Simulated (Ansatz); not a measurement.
Molecule (SMILES): [C-]#[NH+] (C-NH).
Atoms: C1, N2, H3. Bonds: C1-N2, N2-H3.

Basis-set convergence of the optimised C1-N2 bond length at PBE with Ansatz (a program for electronic structure). All functions are spherical. The program fits the integrals of some runs and decomposes those of others, by size. Core-valence sets carry the plain set on hydrogen. No added dispersion term, no relativity. Reference: the value in aug-pcseg-3, 1.1746 Å, itself unsure by roughly 0.0001 Å (its mean distance from aug-cc-pVQZ, def2-QZVPPD, pcseg-3). Deviations are taken from unrounded values.

```tsv
basis	functions
cc-pVDZ	33
def2-SVPD	48
cc-pVTZ	74
def2-TZVPD	83
def2-TZVPPD	91
cc-pCVTZ	100
cc-pVQZ	140
def2-QZVPPD	159
```

Question: Which is the smallest set listed that can be trusted to 0.005 Å here, that is, within that of the reference together with its larger relatives (same family, alike in diffuse functions; a set with none to test it counts only in the reference's own line)?

Answer: The smallest set listed that lies within 0.005 Å of the reference with all its larger relatives (same family, alike in diffuse functions; a set with none counts only in the reference's own line) is cc-pVTZ (74 functions, 0.0016 Å off). Inside, with no larger relative to test it: cc-pCVTZ. Value minus reference: cc-pVDZ 0.0145, def2-SVPD 0.0091, cc-pVTZ 0.0016, def2-TZVPD 0.0011, def2-TZVPPD 0.0010, cc-pCVTZ 0.0012, cc-pVQZ 0.0001, def2-QZVPPD 0.0001 Å.
